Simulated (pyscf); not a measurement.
Optimised with ωB97X-D3(BJ)/def2-SVP in PySCF. MP2 and CC: frozen core, UHF for open shells. ΔMP2 is the change of the MP2 total energy from the triple- to the quadruple-zeta basis.

Problem. Estimate by transition-state theory the rate constant of `[CH2][CH3]` [doublet] + `[CH3]` [doublet] → `[CH3][CH3]` + `[CH2]` [triplet] (triplet surface; C–H broken, C–H formed) at 900 K, with CCSD(T)/def2-TZVPP + ΔMP2(QZVPP) energies (ideal gas, 1 atm, RRHO with modes under 100 cm⁻¹ raised to 100, one conformer, R ln 2 for chiral ones without a mode under 150 cm⁻¹; no tunnelling).

Solution. The electronic barrier is 18.2 kcal/mol and the thermal terms add +28.0, so ΔG‡ = 46.1 kcal/mol. With k_BT/h = 1.88e+13 s⁻¹ and RT = 1.788 kcal/mol, and a volume of 1.23e-19 cm³ per molecule at 1 atm, k = 1.5e-17 cm³ molecule⁻¹ s⁻¹. Wigner's tunnelling factor for 1432i cm⁻¹ would be 1.22. A shift of 1 kcal/mol in the barrier changes k by a factor 1.7. •H₂C–CH₃ + CH₃• also meet on a surface of lower spin, which isn't treated here. One saddle was located; it need not be the lowest between these sides. The angle at the transferred H is 177°. The CCSD(T) − MP2 part came from Ansatz, without density fitting, on the same reference.
